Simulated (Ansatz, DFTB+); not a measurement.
**Ladder of methods for the lattice constant a of α-quartz (SiO2)**

Reference value: 4.914 Å (measured, 298 K, no zero-point or thermal correction; as tabulated in Sutter and Yavaş (2016), arXiv:1612.07049).

### Question
Put these levels in order of the lattice constant a that they give for α-quartz (SiO2), smallest first: DFTB cp2k-nonscc-sid (DFTB+), LDA (Ansatz, a first-principles code), PBE (Ansatz).

### Answer
LDA (4.866 Å), DFTB cp2k-nonscc-sid (4.897 Å), PBE (5.022 Å)

Differences against the reference: DFTB cp2k-nonscc-sid -0.35 %, LDA -0.98 %, PBE +2.20 %.

The reference has no zero-point or thermal correction, while the calculations are for a static lattice, so the differences are not the levels' errors alone. A static lattice is as a rule a little smaller than the measured one.  DFTB cp2k-nonscc-sid: this tight-binding set is not self-consistent in the charges. Ansatz's density-functional and Hartree–Fock values are scalar-relativistic unless marked +SOC, with PAW data made under PBE.

Differences are worked out from the printed values.
